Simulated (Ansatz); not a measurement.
Computed with PBE-D3(BJ)/def2-TZVPD (Ansatz, an electronic-structure program). No frequencies were computed at this level.

Ansatz 0.2 input:
```yaml
crystal:
  periodic: [false, false, false]
  atoms:
    - { symbol: F, position_ang: [1.125891, -0.544815, -0.38416] }
    - { symbol: C, position_ang: [-0.001968, -0.001592, 0.058334] }
    - { symbol: F, position_ang: [-1.022827, -0.673872, -0.460167] }
    - { symbol: F, position_ang: [-0.061924, 1.25197, -0.375193] }
    - { symbol: H, position_ang: [-0.039171, -0.031691, 1.161186] }
basis:
  gaussian: { orbitals: def2-tzvpd }
hamiltonian:
  xc: pbe
  dispersion: d3bj
relax:
  max_steps: 150
```

Output:

```
Functional definition: PBE
816 factors; their error is unknown
mean field evaluation 1: about -9197.4581 eV, gradient 3.8e1 eV
mean field evaluation 2: about -9194.9312 eV, gradient 5.9e1 eV
mean field evaluation 4: about -9199.3059 eV, gradient 1.8e0 eV
mean field evaluation 8: about -9199.3082 eV, gradient 3.8e-2 eV
mean field evaluation 16: about -9199.2957 eV, gradient 3.3e-5 eV
mean field -9199.29565575 eV, -338.0678798421 hartree, gradient 3.3e-5 eV, S^2 0.000000; 0 other end points of the search recorded, 0 dependent functions left out
reference -9199.29570770 eV, -338.0678817516 hartree; 17, 17 occupied and 149, 149 virtual orbitals, 816 factors
relax step   1: F+E_penalty+E_count = -9199.33916504 eV  Δ(F+E_penalty+E_count) = +0.000e0 eV  max|allowed force component| = 1.138e0 eV/Å  Δτ_max = 0.0000 Å  (29 SCF iters, accepted)
these checks for a lower state are left out or cut short: starts, cluster_reference, orbital_swaps, neighbouring_geometries, increment
816 factors; their error is unknown
mean field -9199.32912405 eV, -338.0691097796 hartree, gradient 2.5e-5 eV, S^2 0.000000; 0 other end points of the search recorded, 0 dependent functions left out
reference -9199.32917619 eV, -338.0691116957 hartree; 17, 17 occupied and 149, 149 virtual orbitals, 816 factors
relax step   2: F+E_penalty+E_count = -9199.37257028 eV  Δ(F+E_penalty+E_count) = -3.341e-2 eV  max|allowed force component| = 4.990e-1 eV/Å  Δτ_max = 0.0136 Å  (31 SCF iters, accepted)
these checks for a lower state are left out or cut short: starts, cluster_reference, orbital_swaps, neighbouring_geometries, increment
816 factors; their error is unknown
mean field evaluation 32: about -9199.3367 eV, gradient 2.6e-5 eV
mean field -9199.33665549 eV, -338.0693865549 hartree, gradient 2.6e-5 eV, S^2 0.000000; 0 other end points of the search recorded, 0 dependent functions left out
reference -9199.33670776 eV, -338.0693884759 hartree; 17, 17 occupied and 149, 149 virtual orbitals, 816 factors
relax step   3: F+E_penalty+E_count = -9199.38005624 eV  Δ(F+E_penalty+E_count) = -7.486e-3 eV  max|allowed force component| = 5.292e-2 eV/Å  Δτ_max = 0.0091 Å  (32 SCF iters, accepted)
these checks for a lower state are left out or cut short: starts, cluster_reference, orbital_swaps, neighbouring_geometries, increment
816 factors; their error is unknown
mean field -9199.33668690 eV, -338.0693877092 hartree, gradient 2.6e-5 eV, S^2 0.000000; 0 other end points of the search recorded, 0 dependent functions left out
reference -9199.33673918 eV, -338.0693896305 hartree; 17, 17 occupied and 149, 149 virtual orbitals, 816 factors
relax step   4: F+E_penalty+E_count = -9199.38008557 eV  Δ(F+E_penalty+E_count) = -2.934e-5 eV  max|allowed force component| = 5.407e-3 eV/Å  Δτ_max = 0.0005 Å  (34 SCF iters, accepted)
816 factors; their error is unknown
mean field evaluation 64: about -9199.3367 eV, gradient 2.5e-4 eV
mean field -9199.33668690 eV, -338.0693877092 hartree, gradient 2.6e-5 eV, S^2 0.000000; 1 other end points of the search recorded, 0 dependent functions left out
reference -9199.33673918 eV, -338.0693896305 hartree; 17, 17 occupied and 149, 149 virtual orbitals, 816 factors
Total energy: -9199.38013785 eV, -338.0709845022 hartree
Atom 0 at     1.146533    -0.555053    -0.385538 Å, force    -0.000079     0.000053    -0.000305 eV/Å
Atom 1 at    -0.002112    -0.001709     0.062623 Å, force    -0.000173    -0.000152     0.005407 eV/Å
Atom 2 at    -1.041949    -0.686499    -0.462952 Å, force     0.000087     0.000056    -0.000298 eV/Å
Atom 3 at    -0.063263     1.274982    -0.376406 Å, force     0.000018    -0.000081    -0.000304 eV/Å
Atom 4 at    -0.039207    -0.031721     1.162274 Å, force     0.000148     0.000125    -0.004500 eV/Å
Dipole moment:    -0.010757    -0.008704     0.318908 e Å
```

Cost: roughly 18 core-seconds.
